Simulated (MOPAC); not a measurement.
MOPAC input (AM1):

```
AM1 FORCE THERMO(298,298) PRECISE LET CHARGE=-1 GEO-OK AUX(PRECISION=9) THREADS=1
CHO2

O    -1.02791529 1   -0.49635689 1   -0.00795538 1
C    -0.08690043 1    0.34911640 1    0.00904826 1
O     1.14067838 1    0.04332855 1   -0.00378600 1
H    -0.36071547 1    1.44915549 1    0.03755862 1
```

Problem. Which zero-point energy does it print?

Solution. 13.86 kcal/mol, from the harmonic wavenumbers of AM1.
